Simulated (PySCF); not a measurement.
Species: C2H6OP2.
Atom-mapped SMILES: `[O:1]=[P:2]1([PH2:3])[CH2:4][CH2:5]1` (hydrogens: H6, H7 on P3; H8, H9 on C4; H10, H11 on C5)

Cartesian coordinates in Å at the GFN2-xTB level; atoms count from 1:
```
atom  x, y, z in Å
O1     0.820   -1.566   -1.101
P2     0.384   -0.394   -0.321
P3     1.862    1.108    0.211
C4    -0.985   -0.468    0.865
C5    -1.287    0.294   -0.455
H6     2.731    0.097    0.623
H7     2.357    1.071   -1.094
H8    -0.972    0.130    1.762
H9    -1.480   -1.423    0.983
H10   -1.962   -0.200   -1.141
H11   -1.461    1.354   -0.360
```

Method used: TDDFT wB97X-D/def2-SVPD, vertical, gas phase, core orbitals frozen in the response in PySCF.

Task: What does the calculation give for the low-lying excited states?

Result: 

```
state  E (eV)  ν̃ (cm⁻¹)       f  |μ| (D)  main configurations (H = HOMO, L = LUMO)
   S1    5.82      46930  0.0041     0.43                                 H→L (91%)
   S2    6.45      52010   0.170     2.63                  H-1→L (82%), H→L+1 (10%)
   S3    6.60      53200  0.0032     0.36                             H-1→L+1 (91%)
   S4    6.70      54030   0.029     1.06     H→L+2 (39%), H→L+3 (33%), H→L+1 (12%)
   S5    6.72      54190   0.163     2.53                               H→L+1 (67%)
   S6    7.14      57580   0.036     1.16              H-1→L+2 (64%), H-1→L+3 (25%)
   S7    7.23      58300  0.0092     0.58                  H→L+2 (46%), H→L+3 (46%)
   S8    7.48      60330  0.0061     0.46                               H-2→L (83%)
```

Triplets, Tamm–Dancoff:

```
state  E (eV)  λ (nm)  main configurations (H = HOMO, L = LUMO)
   T1    5.30   234.1                               H-1→L (87%)
   T2    5.46   227.2                                 H→L (85%)
   T3    5.80   213.9      H→L+1 (65%), H→L+5 (21%), H→L+6 (9%)
```

The lowest singlet comes at 213 nm (561 kJ/mol) in the ultraviolet; it is very weak; its leading configuration is HOMO→LUMO (91%). The most intense listed level is S2 at 6.45 eV (192 nm, f = 0.170), 0.63 eV above S1. Löwdin shares by element: HOMO oxygen 40%, carbon 33%, phosphorus 19% or more; LUMO phosphorus 68%, oxygen 8%, hydrogen 5% or more (atoms not listed hold the other 19%). Weighted by f, the mean energy of these states is 6.66 eV. The listed states span 1.66 eV, and the widest gap between neighbours is 0.63 eV (S1 to S2). Orbital energies (eV): HOMO-3 -12.03, HOMO-2 -10.93, HOMO-1 -9.47, HOMO -9.09, LUMO 1.26, LUMO+1 1.80, LUMO+2 2.02. Only the lowest 8 singlets were computed, as vertical energies without vibronic structure.

One conformer stands for the species.
